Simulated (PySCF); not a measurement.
These are TPSSh-D3(BJ)/def2-TZVP // PBE-D3(BJ)/def2-SVP (PySCF 2.14.0) values and carry that method's errors. All species are isolated molecules in the gas phase. 

Reference species (SMILES): `C[N]C` (neutral, multiplicity 2).

- dipole moment = 1.70 D

Changed species: `[SH]` (free radical SH; the reference has free radical N(CH3)2).

Task: What does the change do to the dipole moment?

Result: the dipole moment falls by 0.82 D, to 0.88 D.
